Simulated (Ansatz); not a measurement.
Born–Oppenheimer molecular dynamics of CH₇BO (10 atoms, charge 0, multiplicity 1). It starts at the highest image of a converged band. Of that band: The profile has 2 maxima (images 1, 3) with wells between them (image 2): this band takes more than one step, which may be the mechanism or a detour left from its start path. Neighbouring images differ by up to 1.6 eV, so the band resolves the path poorly. A vibrational analysis at the climbing image gives one clearly imaginary mode, 1385i cm⁻¹: a first-order saddle point.

All numbers below come from Ansatz 0.2.0, RKS PBE0/6-31G*.

| Item | Value |
| --- | --- |
| ensemble | NVE (velocity Verlet) |
| time step | 0.5 fs |
| steps asked | 200 |
| starting velocities drawn for | 100 K |
| seed | 10419 |

First frame:

```xyz
10
Properties=species:S:1:pos:R:3
B -0.087 -0.232 0.012
H -0.253 -0.012 1.330
H 0.760 0.533 -0.342
H -1.193 -0.198 -0.451
O 0.478 -1.677 0.195
C -0.461 -2.714 -0.035
H 0.019 -3.665 0.213
H -1.363 -2.593 0.579
H -0.757 -2.715 -1.090
H 0.139 -0.936 1.179
```

Problem. What does the run give?

Solution. All steps were run.

```yaml
steps_done: 200
time_covered: 100 fs
mean_temperature_over_the_second_half: 1492 K
spread_of_the_potential_energy_over_the_second_half: 5.8 meV per atom
mean_potential_energy_of_the_second_half_above_the_start: -143.9 meV per atom
```

The conserved energy stayed within 0.11 meV per atom of its start (net change -0.045 meV per atom), so the integration is sound. The kinetic energy rose, since the run started high on the potential surface and went downhill. It ends in pieces (CH5BO + H2), so much of that is their flight and rotation, not heat. A run of 0.1 ps of so small a system gives no equilibrium averages. The orbitals stay closed-shell, which can raise the energy where a bond breaks towards radicals; this wasn't checked here.

Problem. What happens to the structure?

Solution. Between its relaxed ends the band would form H2–H10 and break B1–H2, O5–H10. These pairs go: H2–H10 1.02 → 0.73 Å, B1–H2 1.35 → 10.95 Å, O5–H10 1.28 → 11.74 Å. In the last frame they stand as after the step (other bonds may differ from the relaxed reactants and products). Also parted: B1–H10 1.38 → 11.30 Å. It ends as CH5BO + H2. Pairs count as bonded within 1.25 times the sum of covalent radii (0.12 Å more for H–H). This is one draw of velocities; another would differ in detail.

Problem. How do temperature and energy run in time?

Solution. 
```
time (fs)  T (K)  potential energy less start (eV)  conserved less start (meV/atom)
        0    100                             0.000                             0.00
        3     63                             0.038                             0.05
        6     99                             0.001                             0.04
        9    237                            -0.141                             0.05
       12    534                            -0.449                             0.02
       15    900                            -0.827                             0.01
       18   1208                            -1.146                            -0.04
       21   1337                            -1.280                            -0.06
       24   1333                            -1.275                             0.02
       27   1425                            -1.370                            -0.02
       30   1464                            -1.410                             0.04
       33   1510                            -1.458                            -0.02
       36   1502                            -1.450                             0.00
       39   1504                            -1.452                            -0.03
       42   1454                            -1.400                             0.01
       45   1410                            -1.354                             0.03
       48   1445                            -1.391                             0.01
       51   1527                            -1.476                            -0.02
       54   1536                            -1.485                            -0.06
       57   1403                            -1.347                             0.04
       60   1380                            -1.323                             0.02
       63   1470                            -1.416                             0.04
       66   1609                            -1.561                            -0.09
       69   1496                            -1.444                             0.01
       72   1453                            -1.399                            -0.02
       75   1446                            -1.392                             0.05
       78   1541                            -1.490                            -0.03
       81   1509                            -1.457                            -0.01
       84   1489                            -1.437                            -0.01
       87   1530                            -1.479                            -0.02
       90   1526                            -1.474                             0.00
       93   1470                            -1.417                             0.00
       96   1426                            -1.371                             0.04
       99   1568                            -1.518                            -0.07
```

The run took 5.7 min on 1 thread of Arm Neoverse V1, on a shared host, peak memory 0.11 GiB.
